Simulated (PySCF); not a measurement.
# Atomic charges by several schemes

Species: C4H5N.
Geometry (PBE0-D3(BJ)/def2-SVP, Å), atoms numbered from 1 in this order:
```xyz
10
C4H5N angstrom
C     -1.2933   -1.0739    0.0351
C     -0.2743   -0.4151   -0.5120
C      0.8469    0.2080    0.2743
C      0.9562    1.6489    0.0571
N      1.0366    2.7886   -0.1246
H     -2.0765   -1.5158   -0.5858
H     -1.3843   -1.1974    1.1191
H     -0.2153   -0.3018   -1.6002
H      1.8135   -0.2436   -0.0110
H      0.7151    0.0252    1.3526
```

Density: PBE0/pcSseg-1 (PySCF); schemes: Mulliken, IAO, Hirshfeld and ESP-fitted. The structure is a single PBE0-D3(BJ)/def2-SVP conformer in the gas phase; no vibrational or solvent corrections.

Atoms with like bonding are taken together and averaged. For which atoms does the sign change between the 4 schemes (beyond +0.03 e in one, beyond −0.03 e in another)?

For none.

Which atoms carry the highest charge in the Mulliken, IAO, Hirshfeld and ESP-fitted schemes?

The schemes don't all agree: Mulliken H9/H10 (+0.178); IAO H9/H10 (+0.182); Hirshfeld C4 (+0.082); ESP-fitted C4 (+0.394).

Tabulate the Mulliken, IAO, Hirshfeld and ESP-fitted charges.

In e; atoms taken as equivalent share a row and are averaged (×n: the atom named and its like, n in all):

```
  atom                   environment  Mulliken     IAO  Hirshfeld  ESP-fitted
    C1          terminal =CH2 carbon    -0.157  -0.297     -0.088      -0.526
    C2              alkene CH carbon    -0.223  -0.128     -0.031      +0.029
    C3  sp3 carbon next to a nitrile    -0.183  -0.295     -0.036      -0.281
    C4                nitrile carbon    +0.061  +0.138     +0.082      +0.394
    N5              nitrile nitrogen    -0.250  -0.244     -0.228      -0.470
    H6              vinylic hydrogen    +0.136  +0.160     +0.056      +0.209
    H7              vinylic hydrogen    +0.125  +0.147     +0.051      +0.226
    H8              vinylic hydrogen    +0.134  +0.154     +0.053      +0.121
H9/H10            methylene hydrogen    +0.178  +0.182     +0.070      +0.149
```

Mean size of the charges over all atoms: ESP-fitted 0.255 e, IAO 0.193 e, Mulliken 0.163 e, Hirshfeld 0.077 e. Each set sums to the total charge, 0, to within 0.001 e. The IAO scheme projects the occupied orbitals on a minimal set of polarised atomic orbitals and counts the electrons in each atom's part of it.

Sum the charges by element, for elements with more than one atom.

```
element  atoms  Mulliken     IAO  Hirshfeld  ESP-fitted
      C      4    -0.502  -0.581     -0.073      -0.384
      H      5    +0.752  +0.825     +0.301      +0.854
```

How many electrons does the ESP-fitted scheme count on N5?

Z − q = 7 − (-0.470) = 7.470.

How closely do the schemes follow one another over all atoms?

Correlation coefficient and root-mean-square difference: Mulliken with IAO 0.94, 0.070 e; IAO with ESP-fitted 0.91, 0.144 e; Hirshfeld with ESP-fitted 0.88, 0.220 e; Mulliken with Hirshfeld 0.85, 0.103 e; IAO with Hirshfeld 0.84, 0.134 e; Mulliken with ESP-fitted 0.78, 0.196 e.
